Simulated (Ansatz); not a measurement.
The input, for Ansatz 0.2.0:

```yaml
crystal:
  periodic: [false, false, false]
  atoms:
    - {symbol: N, position_ang: [0.000684, 0.007325, 0.606437]}
    - {symbol: O, position_ang: [-0.000149, -0.008817, -0.666666]}
    - {symbol: H, position_ang: [0.047815, 0.926713, 1.062576]}
    - {symbol: H, position_ang: [-0.054962, -0.888542, 1.092379]}
basis:
  gaussian: {orbitals: cc-pVDZ}
magnetization: {spin_polarized: false, initial_magnetization: 1}
correlation: {method: ccsdt_q, electrons: outside_noble_gas}
```

```sh
$ ansatz run in.yaml --threads 1 --pin off --events-out ev --progress --plain --max-ram 2393MiB
```

The program prints:

```
680 factors; integrals over basis functions are off by at most 2.3e-7 eV
mean field evaluation 1: about -3546.4257 eV, gradient 2.5e1 eV
mean field evaluation 2: about -3546.4973 eV, gradient 2.5e1 eV
mean field evaluation 4: about -3548.1037 eV, gradient 2.2e0 eV
mean field evaluation 8: about -3548.2480 eV, gradient 1.1e0 eV
mean field evaluation 16: about -3546.4262 eV, gradient 2.5e1 eV
mean field evaluation 32: about -3546.3114 eV, gradient 4.4e-2 eV
mean field -3548.26265917 eV, -130.3962476257 hartree, gradient 3.7e-6 eV, S^2 0.750000; 1 other end points of the search recorded, 0 dependent functions left out
mean field evaluation 64: about -3548.4550 eV, gradient 4.3e-3 eV
determinant -3548.26265917 eV, -130.3962476257 hartree, with singles and doubles -3558.04721782 eV, -130.7558235238 hartree
determinant -3546.31145405 eV, -130.3245421602 hartree, with singles and doubles -3555.49290953 eV, -130.6619544254 hartree
2 core orbitals not correlated: weight in the atoms' cores, before any rotation towards them, 1.000 or more for the frozen orbitals, at most 0.000 for the correlated occupied ones
reference -3548.26265917 eV, -130.3962476257 hartree; 7, 6 occupied and 29, 30 virtual orbitals, 680 factors
second order -9.14823833 eV of doubles, -0.12430598 eV of singles
cycle   1  -9.44469304 eV  change   -1.7e-1 eV  update   8.0e-2
cycle   2  -9.87533411 eV  change   -4.3e-1 eV  update   3.1e-2
cycle   3  -10.06459126 eV  change   -1.9e-1 eV  update   2.2e-2
cycle   4  -10.03227026 eV  change    3.2e-2 eV  update   9.8e-3
cycle   5  -10.02207544 eV  change    1.0e-2 eV  update   5.3e-3
cycle   6  -10.02618879 eV  change   -4.1e-3 eV  update   1.5e-3
cycle   7  -10.02664679 eV  change   -4.6e-4 eV  update   5.9e-4
cycle   8  -10.02627683 eV  change    3.7e-4 eV  update   2.1e-4
cycle   9  -10.02623024 eV  change    4.7e-5 eV  update   1.1e-4
cycle  10  -10.02623603 eV  change   -5.8e-6 eV  update   5.1e-5
cycle  11  -10.02621279 eV  change    2.3e-5 eV  update   2.7e-5
cycle  12  -10.02624342 eV  change   -3.1e-5 eV  update   1.3e-5
cycle  13  -10.02625796 eV  change   -1.5e-5 eV  update   6.0e-6
cycle  14  -10.02626377 eV  change   -5.8e-6 eV  update   3.0e-6
cycle  15  -10.02626494 eV  change   -1.2e-6 eV  update   1.3e-6
perturbative correction -0.02835652 eV, -0.0010420828 hartree
Total energy: -3558.31728063 eV, -130.7657481489 hartree
```

For the same geometry and basis UCCSDT(Q) lies 0.5 meV lower.

Ran on 1 thread of Intel Xeon Platinum 8259CL, shared host: 46 s wall, 0.5 GiB peak host memory.
